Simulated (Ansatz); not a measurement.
Computed with Ansatz.

A structure relaxed at PBE0-D4/def2-TZVP, charge 0, multiplicity 1:

```xyz
7

F    -1.184   -1.024    0.414
C    -0.150   -0.204    0.074
S     1.292   -1.096   -0.432
C    -0.132    1.111    0.611
N    -0.571    1.053   -0.567
H     0.712   -1.675   -1.498
H     0.032    1.836    1.398
```

(1) Give its formula and SMILES.

(2) Summarise the bond lengths by kind.

## Answers

(1) C2H2FNS, `FC1(S)C=N1`.

(2) 1 × C–F 1.363 Å; 1 × C–S 1.769 Å; 1 × C–C 1.421 Å; 2 × C–N 1.259 to 1.472 Å; 1 × H–S 1.345 Å; 1 × C–H 1.082 Å.
